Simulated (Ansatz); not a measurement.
Density of states of YSi$_{2}$Ir$_{2}$ (P4/nmm, a = 4.111 Å, b = 4.111 Å, c = 9.804 Å, α = 90.00°, β = 90.00°, γ = 90.00°), in states per eV and primitive cell, averaged over bins of 0.4 eV. Computed with Ansatz 0.2.0, DFT r2SCAN, scalar-relativistic, plane waves, PAW.

Plane waves to 500 eV, a k mesh through Γ of 10×10×4 on the computed 10-atom cell and Gaussian smearing (0.10 eV); no spin polarisation.

The cell is relaxed at this level. The states (both spins) are summed by tetrahedra on a 15×15×6 mesh at the self-consistent density. Energies are bin centres; the table starts no lower than −8 eV and ends at 6 eV, or lower where the solved bands end.

It is a metal at this level.

```csv
E − E_F (eV),total,Ir 5d,Y 4d,Si 3p,Si 3s
-7.85,0.55,0.19,0.04,0.07,0.23
-7.45,0.37,0.16,0.03,0.03,0.16
-7.05,1.49,0.41,0.09,0.62,0.04
-6.65,3.51,1.09,0.18,1.45,0.15
-6.25,4.85,1.93,0.24,1.77,0.27
-5.85,6.23,2.58,0.24,2.47,0.21
-5.45,6.45,3.69,0.25,2.03,0.14
-5.05,8.39,5.11,0.47,2.36,0.05
-4.65,8.23,5.22,0.41,2.23,0.04
-4.25,9.11,5.78,0.38,2.39,0.08
-3.85,9.74,6.56,0.44,2.02,0.10
-3.45,10.48,7.67,0.59,1.28,0.12
-3.05,8.71,6.99,0.37,0.57,0.06
-2.65,12.66,11.00,0.53,0.45,0.06
-2.25,9.32,7.14,0.60,0.82,0.16
-1.85,6.47,4.54,0.60,0.68,0.18
-1.45,3.97,2.35,0.42,0.73,0.12
-1.05,4.74,2.29,0.71,1.17,0.17
-0.65,4.63,1.79,0.97,1.31,0.17
-0.25,5.49,1.80,1.49,1.52,0.17
0.15,3.69,1.14,1.11,1.01,0.11
0.55,3.09,0.83,1.12,0.76,0.07
0.95,4.27,1.30,1.56,0.86,0.12
1.35,3.98,1.82,0.88,0.78,0.09
1.75,3.58,1.13,1.07,0.70,0.18
2.15,2.98,0.72,1.20,0.51,0.15
2.55,3.61,0.74,1.84,0.61,0.12
2.95,2.41,0.50,1.14,0.34,0.26
3.35,4.74,0.76,2.32,0.74,0.47
3.75,6.74,0.84,3.61,1.00,0.53
4.15,9.26,0.94,5.19,1.39,0.58
4.55,7.21,0.87,3.30,1.20,0.68
4.95,7.96,0.98,3.25,1.22,0.94
5.35,6.85,0.79,2.44,1.32,0.69
5.75,7.00,0.74,2.16,1.72,0.50
```

The columns after the total are the main Löwdin projections on the occupied valence shells of the potentials; 6 others are left out. The rest of the total lies in those, in shells that are empty in the free atom, which aren't projected, and between the atoms.

Spin-orbit coupling is left out, which matters for the bands of heavy elements.

Cost: 1 run of about 3 core-minutes, on Oxide Virtual Turin-like Processor (Zen 5) (shared hosts).